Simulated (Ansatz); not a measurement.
# MgF₂ (SMILES [F][Mg][F]): functionals against CCSD(T) at one geometry

A test off equilibrium: a structure displaced at random from a GFN2-xTB minimum is computed at several levels, and each is set against CCSD(T).

Method: single points in def2-TZVPP; program: Ansatz 0.2.0, Gaussian basis.

Correlated methods freeze the cores. The outer core shell of Li, Na, Mg and K is correlated.

## (1) Starting geometry

SMILES `[F][Mg][F]`, 3 atoms, charge 0, spin multiplicity 1.

Atoms are counted from 1 here; the program's logs count them from 0.

Bond lengths: F1–Mg2 1.640 Å, Mg2–F3 1.672 Å. Angles: F1–Mg2–F3 179.4°.

Coordinates:

```tsv
atom	x (Å)	y (Å)	z (Å)
F1	-1.3442	0.6976	-0.6702
Mg2	-0.0179	-0.0027	-0.0076
F3	1.3374	-0.7255	0.6527
```

## (2) CCSD(T)/def2-TZVPP

Input file run/in.yaml:

```yaml
crystal:
  periodic: [false, false, false]
  atoms:
    - {symbol: F, position_ang: [-1.344200, 0.697600, -0.670200]}
    - {symbol: Mg, position_ang: [-0.017900, -0.002700, -0.007600]}
    - {symbol: F, position_ang: [1.337400, -0.725500, 0.652700]}
basis:
  gaussian: {orbitals: def2-TZVPP}
correlation: {method: ccsd_t}
output: {forces: true}
```

No record of the launch command was kept for these runs.

## (3) PBE0-D4/def2-TZVPP

Edit run/in.yaml of step 2 so:

```diff
@@ -8,3 +8,3 @@
   gaussian: {orbitals: def2-TZVPP}
-correlation: {method: ccsd_t}
-output: {forces: true}
+hamiltonian: {xc: pbe0, dispersion: d4}
+output: {forces: true, orbitals: {seedname: orbitals}}
```

## (4) wB97M-V/def2-TZVPP

Edit run/in.yaml of step 3 so:

```diff
@@ -8,3 +8,3 @@
   gaussian: {orbitals: def2-TZVPP}
-hamiltonian: {xc: pbe0, dispersion: d4}
-output: {forces: true, orbitals: {seedname: orbitals}}
+hamiltonian: {xc: {name: wB97M-V}}
+output: {forces: true}
```

## (5) r2SCAN-D4/def2-TZVPP

Edit run/in.yaml of step 4 so:

```diff
@@ -8,3 +8,3 @@
   gaussian: {orbitals: def2-TZVPP}
-hamiltonian: {xc: {name: wB97M-V}}
+hamiltonian: {xc: r2scan, dispersion: d4}
 output: {forces: true}
```

## (6) PBE-D4/def2-TZVPP

Edit run/in.yaml of step 5 so:

```diff
@@ -8,3 +8,3 @@
   gaussian: {orbitals: def2-TZVPP}
-hamiltonian: {xc: r2scan, dispersion: d4}
+hamiltonian: {xc: pbe, dispersion: d4}
 output: {forces: true}
```

## (7) B97M-V/def2-TZVPP

Edit run/in.yaml of step 6 so:

```diff
@@ -8,3 +8,3 @@
   gaussian: {orbitals: def2-TZVPP}
-hamiltonian: {xc: pbe, dispersion: d4}
+hamiltonian: {xc: {name: B97M-V}}
 output: {forces: true}
```

## (8) SPW92/def2-TZVPP

Edit run/in.yaml of step 7 so:

```diff
@@ -8,3 +8,3 @@
   gaussian: {orbitals: def2-TZVPP}
-hamiltonian: {xc: {name: B97M-V}}
+hamiltonian: {xc: lda}
 output: {forces: true}
```

(Steps that only read results are left out.)

Q: Predict the outcome of this session. Wanted: energy less free atoms, CCSD(T)/def2-TZVPP; RMS force component; RMS force error; HOMO and LUMO, PBE0-D4; T1 diagnostic.

As calculated:

| quantity | value |
| --- | --- |
| energy less free atoms, CCSD(T)/def2-TZVPP | -959.9 kJ/mol |
| RMS force component | 1.201 to 1.466 eV/Å over the methods |
| RMS force error | PBE0-D4 0.034, wB97M-V 0.029, r2SCAN-D4 0.002, PBE-D4 0.159, B97M-V 0.091, SPW92 0.117 eV/Å |
| HOMO and LUMO, PBE0-D4 | -10.45 and -1.53 eV |
| T1 diagnostic | 0.011 |

**Reading.** Against CCSD(T) the functionals' energies less atoms differ by -178.3 to -5.1 kJ/mol, PBE-D4 by -45.0 kJ/mol. A larger basis would deepen the CCSD(T) value, while the functionals are nearly converged already, so the order here is not reliable. On forces the order runs from r2SCAN-D4 to PBE-D4. Frozen-core CCSD(T) forces in triple zeta carry basis errors of their own, and this is one geometry, so small gaps rank nothing.
